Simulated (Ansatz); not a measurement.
This geometry of CH₅SSi (8 atoms, charge 1, multiplicity 1) is a first-order saddle point.

The calculation used RKS PBE0-D4/def2-SVP in Ansatz.

```xyz
8
Properties=species:S:1:pos:R:3
Si -0.814 0.891 -0.947
C 0.147 0.495 0.446
S 0.725 -1.095 0.717
H -1.151 -0.158 -1.934
H -1.287 2.278 -1.134
H 0.436 1.216 1.218
H 1.894 -1.575 0.249
H 0.049 -2.052 1.385
```

Task: Which two structures does it join? (They come from a converged band through this point; their orientation in space is the band's.)

Result: No bond is made or broken. The height of S3 over the plane of its neighbours goes from 0.67 to -0.65 Å.

Initial state:

```xyz
8
Properties=species:S:1:pos:R:3
Si -0.838 0.957 -0.950
C 0.126 0.288 0.324
S 0.555 -1.389 0.315
H -1.305 0.101 -2.062
H -1.181 2.392 -0.905
H 0.489 0.892 1.162
H 1.902 -1.407 0.545
H 0.252 -1.835 1.570
```

Final state:

```xyz
8
Properties=species:S:1:pos:R:3
Si -0.743 0.830 -0.873
C 0.201 0.463 0.529
S 0.918 -1.031 1.052
H -1.068 -0.216 -1.868
H -1.224 2.213 -1.067
H 0.432 1.252 1.254
H 1.559 -1.545 -0.038
H -0.075 -1.966 1.013
```

Task: How far does it lie above each of them?

Result: 1.00 eV above the first and 0.86 eV above the second. This is the barrier of this one path; another mechanism may lie lower. Limits of this set-up: the dipole of an ion depends on the origin.

The run took 2.3 min on 1 thread of Arm Neoverse V2, with other jobs on the host, peak memory 0.16 GiB.
